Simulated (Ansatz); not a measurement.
`C1SS1` and `[SiH2]1SS1` differ in one element.

Ansatz, PBE0-D4/def2-TZVP geometries, multiplicity 1. 

```tsv
property	`C1SS1`
LUMO energy (B3LYP/def2-TZVPP) / eV	-1.88
HOMO–LUMO gap (PBE/def2-TZVPP) / eV	2.40
ideal-gas entropy at 298 K and 1 bar (rigid rotor, harmonic PBE0-D4/def2-TZVP) / J/(mol·K)	263
LUMO energy (PBE0/def2-TZVPP) / eV	-1.66
HOMO–LUMO gap (PBE0/def2-TZVPP) / eV	4.57
HOMO energy (B3LYP/def2-TZVPP) / eV	-5.99
```

Q: Give the same properties after the change, and the shifts. (Best estimate.)

A: Computed: 
| property | `[SiH2]1SS1` | shift |
| --- | --- | --- |
| LUMO energy (B3LYP/def2-TZVPP) / eV | -1.91 | -0.03 |
| HOMO–LUMO gap (PBE/def2-TZVPP) / eV | 2.61 | 0.21 |
| ideal-gas entropy at 298 K and 1 bar (rigid rotor, harmonic PBE0-D4/def2-TZVP) / J/(mol·K) | 279 | 16 |
| LUMO energy (PBE0/def2-TZVPP) / eV | -1.69 | -0.03 |
| HOMO–LUMO gap (PBE0/def2-TZVPP) / eV | 4.76 | 0.19 |
| HOMO energy (B3LYP/def2-TZVPP) / eV | -6.19 | -0.20 |

B3LYP here is the variant with VWN-RPA as its local correlation; programs differ in this.
